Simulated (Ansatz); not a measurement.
Bulk modulus B0 (GPa) along a series of related solids, from PBEsol in Ansatz (PAW).

```json
[
 {"solid": "bcc Li", "PBEsol": "13.7", "measured": "13.8"},
 {"solid": "bcc Na", "PBEsol": "7.88", "measured": "7.9"},
 {"solid": "bcc K", "PBEsol": "3.72", "measured": "3.75"},
 {"solid": "bcc Rb", "PBEsol": "2.95", "measured": "–"},
 {"solid": "bcc Cs", "PBEsol": "2.06", "measured": "2.11"}
]
```

PBEsol less measured, from the printed values: bcc Li -0.7 %, bcc Na -0.3 %, bcc K -0.8 %, bcc Cs -2.4 %.

Members of the series are missing where a level wasn't run or failed, where a doubt is noted on the run or the magnetic state, for phases of high temperature or layered ones, and where values are held back for tests.

Spin–orbit coupling is left out, also for the solids with elements from indium on (bcc Cs); its size isn't shown.

Each level is taken at its own relaxed cell. Ansatz's density-functional and Hartree–Fock values are scalar-relativistic unless marked +SOC, with PAW data made under PBE.

Measured values are for low temperature or corrected to a static lattice. References as tabulated in Levämäki et al. (2014), arXiv:1402.3671; Mejia-Rodriguez and Trickey (2018), arXiv:1807.09216.

Ansatz is a first-principles code.
